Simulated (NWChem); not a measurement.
## Spin states of O

```xyz
1

O      0.0000     0.0000     0.0000
```
Charge 0, spin multiplicity 3.

All runs are NWChem calculations.

Basis set: def2-TZVP. The gap is E(triplet) − E(singlet), so a negative value puts the higher spin lower. Open shells are unrestricted, and the singlet is the closed-shell solution. The triplet is the single determinant that the SCF runs reached, with unpaired electrons in orbitals of symmetry b1u and b2u (D2h labels); it need not be the lowest triplet, which in molecules with degenerate π orbitals can need several determinants. Where the lowest singlet needs several determinants, the single determinant used here isn't a pure state and places it wrongly.

The correlated methods keep 1 core orbital frozen. The stability of the SCF solutions was not checked. Open-shell Hartree-Fock references start from PBE0 orbitals.

One of these methods gave a vertical singlet-triplet gap of -59.7 kcal/mol. Which?
A) B2PLYP
B) HF
C) MP2
D) M06-2X

D, M06-2X. The others give -64.2 (B2PLYP), -66.6 (MP2), -80.1 (HF).
